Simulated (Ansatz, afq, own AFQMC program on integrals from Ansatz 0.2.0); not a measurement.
Integrals from Ansatz 0.2.0, then the random walk in our own AFQMC program (afq).

```yaml
crystal:
  periodic: [false, false, false]
  atoms:
    - {symbol: O, position_ang: [0.000000, 0.000000, 0.000000]}
basis:
  gaussian: {orbitals: aug-cc-pVTZ}
magnetization: {spin_polarized: false, initial_magnetization: 2}
correlation: {method: ccsd_t, electrons: outside_noble_gas, hamiltonian_folder: ham}
```

```sh
$ ansatz run in.yaml --threads 1 --pin off --events-out ev --progress --plain --max-ram 15360MiB --backend cuda --devices 0, --max-vram 18GiB
```

afq runs on the folder ham with

```
--method phaseless --trial hf --walkers 4000 --populations 20 --least-time 40 --time-step 0.005 --steps-per-block 20 --equilibration-blocks 112 --max-blocks 4000 --target-error 0.0007499999999999999 --factor-cut 1e-05 --start spin_pure --seed 9786 --taylor-order 6
```

Times are imaginary, in 1/Eh. The walk had a cap of 55 s. With eight or more populations the least sampling time is a fifth of least-time, and the error comes from their spread.

```
orbitals 45  electrons 4 2  factors 279 of 279
reference energy -74.80650839 Eh
CCSD correlation -0.16883568 Eh in 10 cycles, weight of the determinant in the CISD state 0.9591
energy of the start -74.806516 Eh
 block  time / (1/Eh)  mean weight  energy / Eh
     1     0.100  1.0013  -74.876489
     2     0.200  1.0015  -74.912167
     3     0.300  1.0016  -74.933874
     4     0.400  1.0013  -74.947733
     5     0.500  1.0010  -74.954441
     8     0.800  1.0004  -74.968034
    13     1.300  0.9999  -74.973731
    25     2.500  1.0002  -74.980099
    37     3.700  0.9997  -74.979676
    41     4.100  1.0002  -74.984797
    49     4.900  0.9994  -74.975805
    61     6.100  1.0001  -74.977379
    73     7.300  1.0003  -74.977750
    85     8.500  0.9996  -74.975444
    89     8.900  1.0002  -74.973117
    97     9.700  1.0000  -74.975725
   109    10.900  1.0001  -74.978475
   121    12.100  0.9999  -74.973427
   133    13.300  1.0002  -74.975130
   145    14.500  1.0004  -74.976306
   157    15.700  1.0003  -74.973768
   169    16.900  1.0003  -74.974379
   181    18.100  0.9999  -74.980136
   189    18.900  1.0002  -74.974395
error from the spread of 20 populations
energy -74.975918 +/- 0.000633 Eh
(rows thinned)
```

Estimate how long the walk took on 1 × NVIDIA H100 80GB HBM3 with 2 threads of AMD EPYC 7R13 Processor (Zen 3) (shared host) (the card was shared).

20 s of wall time.

The run passed its tests (sampling time, drift between the halves within three errors, error under three times the target), which doesn't prove that it has relaxed.

Against this walk (error 17.2 meV) on the same determinant: CCSD(T) 80.0 meV lower, CCSDT(Q) 91.1 meV lower, full CI (a separate run on its own orbitals, whose frozen core shifts it by up to a few meV) 90.3 meV lower, a separate phaseless walk with a CISD trial and standard settings 85.1 ± 17.3 meV lower. The error is statistical and leaves out the bias of the constraint. Full CI is exact here, so the walk's 90 meV above it is the walk's own error: the bias of the constraint with this trial.

Cautions: constraint bias not in the error; full CI with its own frozen core.

CCSDT and higher add their correlation energy to the determinant of the CCSD(T) run, since their own runs factorise the integrals more tightly (a shift of under 2 meV). A walk keeps the symmetry of its determinant, which the program's search chose and which needn't be the lowest solution, so a lower state of the same spin and another symmetry isn't excluded.
